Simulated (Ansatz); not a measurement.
# How far each method lies from full CI for HSiP, singlet

Geometry: a point of a stretch scan, not a stationary point.

```xyz
3

Si    0.0000    0.0000    0.1938
P     0.0000    0.0000   -1.7506
H     0.0000    0.0000    1.5568
```

Basis 6-31G; Ansatz 0.2.0. Only valence electrons are correlated (noble-gas cores frozen), which leaves 10 electrons in 18 orbitals. R marks a restricted (for open shells ROHF) determinant, U an unrestricted one. Active spaces: pair = (2e, 2o) about the gap; valence = (10e, 9o) chosen from the atoms' valence shells.

Full CI is exact within this basis and frozen core; it isn't the basis-set limit. The frozen core follows each run's orbitals, which can shift R against U totals by a few meV.

Unrestricted rows (U) aren't spin-pure: their determinants' ⟨S²⟩ exceeds S(S+1) by up to 0.82, so they mix in states of higher spin.

```
UHF ⟨S²⟩                          : 0.824
T1 diagnostic (RCCSD)             : 0.0187
largest doubles amplitude (RCCSD) : 0.151
```

| level | E − E(full CI) (kcal/mol) | share of correlation (%) | wall time |
| --- | --- | --- | --- |
| RHF | 92.30 | 0.00 | – |
| UHF | 85.45 | 7.43 | 2.6 s |
| RMP2 | 11.10 | 87.97 | – |
| CISD | 11.85 | 87.16 | 1.9 s |
| RCCSD | 4.09 | 95.57 | – |
| RCCSD(T) | 1.21 | 98.69 | 2 s |
| BCCD(T) | 1.20 | 98.70 | 2.1 s |
| RCCSDT | 0.85 | 99.08 | – |
| CISDTQ | 0.89 | 99.03 | 9.1 s |
| RCCSDT(Q) | 0.01 | 99.99 | 4.5 s |
| RCCSDTQ | 0.11 | 99.88 | 28 s |
| CASSCF (pair space) | 78.08 | 15.41 | – |
| NEVPT2 (pair space) | 12.52 | 86.44 | 3.9 s |
| MRCISD (pair space) | 9.09 | 90.15 | – |
| MRCISD+Q (pair space) | 1.74 | 98.11 | 3 s |
| CASSCF (valence space) | 20.77 | 77.50 | – |
| NEVPT2 (valence space) | 6.12 | 93.37 | 12 s |
| MRCISD (valence space) | 0.62 | 99.33 | – |
| MRCISD+Q (valence space) | 0.14 | 99.85 | 16 s |

The correlation energy at full CI, counted from RHF, is -4.003 eV. That run took 4.9 min on 1 thread of Intel Xeon, shared host over 18,367,552 determinants.

Times hold each run's SCF and search for its determinant on a shared host, so for small cases they say little of a method's own cost; they ran on 1 thread of Intel Xeon.

The full-CI state has the irrep A1 of C2v, in the program's axes (one component, if the state is degenerate).

Natural occupations of full CI about the gap: 1.983 1.967 1.947 1.888 1.888 0.110 0.110 0.057 0.015 0.009; effectively unpaired electrons, Σ n²(2−n)², 0.21.
